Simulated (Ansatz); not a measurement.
Relaxed structures of SiH₃SO (charge +1), singlet (PBE0-D4/def2-TZVP; forces vanish, vibrations not checked; lower isomers may exist, and structures with a doubtful reference or unclear bonds are left out; Å). Program: Ansatz 0.2.0. Basis: def2-TZVPP. Cores are frozen in the correlated methods.

Rank them by CCSD(T) energy, lowest first, and give each one's height above the lowest. Links in brackets join atoms within 1.22 times the sum of their covalent radii (1.1 for two metals). (Judge from chemistry; the value comes from the calculation.)
A.
SiH₃SO ([OH2][Si][SH]), total charge +1
```
6
angstrom
Si 0.0314 -1.4791 -0.3076
O -0.1660 0.3496 -0.8472
S 0.3607 -1.1557 1.7369
H -0.1282 1.1731 -0.3349
H -0.3364 0.5463 -1.7821
H 0.2965 0.1886 1.8020
```
B.
SiH₃SO ([O]1[SiH2][SH]1), total charge +1
```
6
angstrom
Si -0.3246 0.3570 -0.6108
O -0.1592 -1.2446 -0.1601
S -0.0231 -0.5361 1.3572
H -1.6938 0.8363 -0.8294
H 0.8717 0.9901 -1.1793
H 1.3290 -0.4028 1.4224
```
C.
SiH₃SO ([SiH][O][SH2]), total charge +1
```
6
angstrom
Si 0.4228 -1.4515 1.4707
O -0.2193 -0.7472 -0.0227
S -0.1246 0.7425 -0.5296
H -1.3884 0.9373 -0.9958
H 0.3604 0.5632 -1.7887
H 1.0203 -0.1201 1.9268
```
D.
SiH₃SO ([OH]1[SiH2][S]1), total charge +1
```
6
angstrom
Si -0.3114 0.3258 -0.6002
O -0.0286 -0.3374 1.0381
S -0.1490 -1.7049 -0.1531
H -1.6429 0.9392 -0.6554
H 0.8831 1.0308 -1.0838
H 0.8607 -0.2917 1.4357
```

Computed: A (0.0 kJ/mol), B (128.9 kJ/mol), D (144.9 kJ/mol), C (236.3 kJ/mol). Heights count from the lowest.

The T1 diagnostic stays at or below 0.016. The restricted Hartree–Fock reference is unstable towards an unrestricted one at one or more of these structures.

For scale, one of the runs: CCSD(T)/def2-TZVPP, 157 basis functions, launched by `ansatz run in.yaml --threads 2 --pin off --events-out ev --progress --plain --max-ram 4352MiB`. Time: 18 s of wall clock on 2 CPU threads of an Arm Neoverse V2; the host was shared. Peak host memory: 1 GiB.
